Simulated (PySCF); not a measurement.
How far each method lies from RCCSDT for HAl–NH, triplet

Geometry: a PBE0/def2-TZVP stationary point for this spin, not checked as a minimum.

```xyz
4

Al    0.0000   -0.0849    0.6205
N     0.0000    0.0356   -1.1435
H     0.0000    1.3500    1.3538
H     0.0000    0.4271   -2.0731
```

Basis 6-31G; PySCF 2.14.0. Only valence electrons are correlated (noble-gas cores frozen), which leaves 10 electrons in 20 orbitals. Prefix R: restricted or restricted open-shell reference; prefix U: unrestricted.

Full CI isn't at hand for all of this; RCCSDT serves as the reference. It lacks quadruple excitations, which often exceed the step from CCSD(T) to CCSDT. The frozen core follows each run's orbitals, which can shift R against U totals by a few meV.

The UHF ⟨S²⟩ is 2.013, the T1 diagnostic (ROHF- or RHF-based CCSD) is 0.0287 and the largest doubles amplitude (ROHF- or RHF-based CCSD) is 0.053. The T1 diagnostic (UCCSD) is 0.0244.

```
   level  E − E(RCCSDT) (kJ/mol)  share of correlation (%)  wall time
     RHF                   353.8                      0.00          –
     UHF                   346.9                      1.96          –
    RMP2                    66.2                     81.30          –
    UMP2                    64.1                     81.89          –
   RCCSD                     9.6                     97.29          –
   UCCSD                     9.4                     97.35          –
RCCSD(T)                     2.2                     99.37     0.52 s
UCCSD(T)                     2.2                     99.38     0.47 s
  UCCSDT                     0.0                    100.01       20 s
```

The correlation energy at RCCSDT, counted from RHF, is -3.667 eV. That run took 18 s on 1 thread of Arm Neoverse V1, shared host.

Times are those of the correlated step on a shared host, with one SCF added for the restricted CCSD run; they ran on 1 thread of Arm Neoverse V1.
